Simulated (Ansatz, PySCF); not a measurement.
Molecule: propane, C₃H₈, charge 0, multiplicity 1. 
Structure (B3LYP-D3(BJ)/def2-TZVP (Ansatz, an electronic-structure program) minimum search):
```xyz
11

C     -0.0014    -0.0033     0.5859
C      0.0027     1.2725    -0.2521
C     -0.0014    -1.2696    -0.2666
H     -0.8774    -0.0057     1.2413
H      0.8715    -0.0085     1.2455
H      0.0026     2.1656     0.3757
H     -0.0044    -2.1698     0.3510
H      0.8856     1.3165    -0.8947
H     -0.8771     1.3193    -0.8989
H     -0.8813    -1.3061    -0.9138
H      0.8814    -1.3090    -0.9097
```

PBE beside other levels, property by property. Cores are frozen in the correlated levels unless marked. UHF or UKS for open shells. No spin-orbit coupling. No relativistic terms. Basis-set limits of correlation are two-point, X^-3; Hartree-Fock from the larger set. The bracket is a focal-point correction in the basis named. Rows marked 298 K are enthalpies with B3LYP-D3(BJ) harmonic zero-point and thermal terms from PySCF. Enthalpies of formation rest on the atoms' values in the G2/97 table (older ones for B and Si), with no core term in the frozen-core levels. The coupled-cluster column (Ansatz) is a level with limits of its own: RI-MP2/CBS(cc-pVTZ,cc-pVQZ)+[CCSD(T)-MP2]/cc-pVTZ.

```json
[
 {"property": "C-H bond dissociation enthalpy, 298 K, to [CH2]CC + H atom (kcal/mol)", "r2SCAN-D4/def2-TZVPD (Ansatz + dftd4)": "96.3", "B3LYP-D3(BJ)/def2-TZVPD (Ansatz + dftd3)": "99.6", "CAM-B3LYP/def2-TZVPD (Ansatz)": "99.9", "coupled cluster": "102.5", "measured": "-"},
 {"property": "C-C bond dissociation enthalpy, 298 K, to [CH2]C + [CH3] (CH3) (kcal/mol)", "r2SCAN-D4/def2-TZVPD (Ansatz + dftd4)": "80.1", "B3LYP-D3(BJ)/def2-TZVPD (Ansatz + dftd3)": "84.0", "CAM-B3LYP/def2-TZVPD (Ansatz)": "84.2", "coupled cluster": "89.5", "measured": "-"},
 {"property": "enthalpy of formation at 298 K by atomisation (kcal/mol)", "r2SCAN-D4/def2-TZVPD (Ansatz + dftd4)": "-23.5", "B3LYP-D3(BJ)/def2-TZVPD (Ansatz + dftd3)": "-25.9", "CAM-B3LYP/def2-TZVPD (Ansatz)": "-25.6", "coupled cluster": "-24.7", "measured": "-24.9"},
 {"property": "C-H bond dissociation enthalpy, 298 K, to C[CH]C + H atom (kcal/mol)", "r2SCAN-D4/def2-TZVPD (Ansatz + dftd4)": "91.6", "B3LYP-D3(BJ)/def2-TZVPD (Ansatz + dftd3)": "95.3", "CAM-B3LYP/def2-TZVPD (Ansatz)": "95.4", "coupled cluster": "99.1", "measured": "-"}
]
```

Measured values: Active Thermochemical Tables 1.112 (ions: stationary electron), as tabulated in the package chemicals; they hold spin-orbit effects, and any other conformers, which all levels lack, and core correlation, which the frozen-core levels lack.

Q: What does PBE/def2-TZVPD (Ansatz) give for each property, and on which side of the measured value, or else of coupled cluster, does it fall?

A: 
- C-H bond dissociation enthalpy, 298 K, to [CH2]CC + H atom: PBE lies 4.9 kcal/mol below coupled cluster; PBE gives 97.6 kcal/mol.
- C-C bond dissociation enthalpy, 298 K, to [CH2]C + [CH3] (CH3): PBE lies 3.1 kcal/mol below coupled cluster; PBE gives 86.4 kcal/mol.
- enthalpy of formation at 298 K by atomisation: PBE lies 7.0 kcal/mol below the measured value; PBE gives -31.9 kcal/mol.
- C-H bond dissociation enthalpy, 298 K, to C[CH]C + H atom: PBE lies 6.5 kcal/mol below coupled cluster; PBE gives 92.6 kcal/mol.
